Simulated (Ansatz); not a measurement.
Worked example: correlation energy of HBC, triplet

Geometry: a PBE0/def2-TZVP stationary point for this spin, not checked as a minimum.

```xyz
3

B     0.0000    0.0000    0.0901
C     0.0000    0.0000   -1.3588
H     0.0000    0.0000    1.2688
```

Basis 6-31G; Ansatz 0.2.0. Only valence electrons are correlated (noble-gas cores frozen), which leaves 8 electrons in 18 orbitals. Prefix R: restricted or restricted open-shell reference.

Full CI is exact within this basis and frozen core; it isn't the basis-set limit.

The cluster runs stand on a determinant 0.36 eV above the lowest RHF solution, chosen by trial CCSD; the correlation energy below is counted from it.

Runs differ by some tens of microhartree through their thresholds and, for an open shell, their frozen cores, so steps under 0.03 kcal/mol mean nothing.

| level | total energy (hartree) |
| --- | --- |
| RHF determinant under the cluster runs | -62.905633 |
| RMP2 | -63.014137 |
| RCCSD | -63.040494 |
| RCCSD(T) | -63.044857 |
| RCCSDT | -63.045896 |
| RCCSDT(Q) | -63.046263 |
| RCCSDTQ | -63.046294 |
| full CI | -63.046338 |

What is the correlation energy at full CI, and what share of it do RMP2 and RCCSDT(Q) recover?

E(corr) = -63.046338 − (-62.905633) = -0.140705 hartree = -3.829 eV. RMP2: -0.108504 / -0.140705 = 77.11 %. RCCSDT(Q): -0.140630 / -0.140705 = 99.95 %.

By how many kcal/mol does RCCSD(T) miss full CI (1 hartree = 627.509 kcal/mol), and which steps make up the rest?

-63.044857 − (-63.046338) = 0.001481 hartree = 0.93 kcal/mol. Steps: RCCSDT − RCCSD(T) = -0.65, RCCSDT(Q) − RCCSDT = -0.23, RCCSDTQ − RCCSDT(Q) = -0.02, full CI − RCCSDTQ = -0.03 kcal/mol. With more than one leading determinant such errors change with state and geometry, and needn't cancel in differences.
